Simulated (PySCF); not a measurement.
Cubic BN: PBE at its full settings () and at cheaper ones, in a cell of 2 atoms.

```
level and setting     lattice parameter a (Å)  bulk modulus (GPa)  band gap (eV)
--------------------  -----------------------  ------------------  -------------
PBE (PySCF)                             3.627                 374           4.45
PBE/6-31G* (PySCF)                      3.630                 371           4.41
PBE/GTH-DZVP (PySCF)                    3.638                 363           4.44
PBE/GTH-SZV (PySCF)                     3.702                 330           7.80
PBE/STO-3G (PySCF)                        [?]                 397            [?]
```

**Question.** Estimate the withheld entries.

**Answer.** 
- PBE/STO-3G (PySCF), lattice parameter a (Å): 3.660
- PBE/STO-3G (PySCF), band gap (eV): 7.62

Largest shifts from the full settings: lattice constant a +2.07 % (PBE/GTH-SZV), against a difference of +0.95 % of the full result from the reference 3.593 Å (measured, corrected for zero-point motion; as tabulated in Goldzak et al. (2022), arXiv:2208.04865); bulk modulus -11.8 % (PBE/GTH-SZV), against a difference of -8.8 % of the full result from the reference 410 GPa (measured, 0 K value with the zero-point phonon effect removed, our sources range from 388 to 410; as tabulated in Mejia-Rodriguez and Trickey (2018), arXiv:1807.09216); band gap +3.35 eV (PBE/GTH-SZV), against a difference of -1.75 eV of the full result from the reference 6.2 eV (measured, 300 K, no zero-point or thermal correction; as tabulated in arXiv:1206.3780).

The full settings aren't shown to be converged themselves.

Density-functional gaps are differences of (generalised) Kohn–Sham levels.

Cells: PBE at the level's own equilibrium cell for 2 of them, at the measured cell for 1 of them; PBE/6-31G* at the level's own equilibrium cell for 2 of them, at the measured cell for 1 of them; PBE/GTH-DZVP at the level's own equilibrium cell for 2 of them, at the measured cell for 1 of them; PBE/GTH-SZV at the level's own relaxed cell for 2 of them, at the measured cell for 1 of them; PBE/STO-3G at the level's own relaxed cell for 2 of them, at the measured cell for 1 of them.

Run with cheap settings on purpose, which may leave them unconverged: PBE/6-31G*, PBE/GTH-DZVP, PBE/GTH-SZV, PBE/STO-3G.
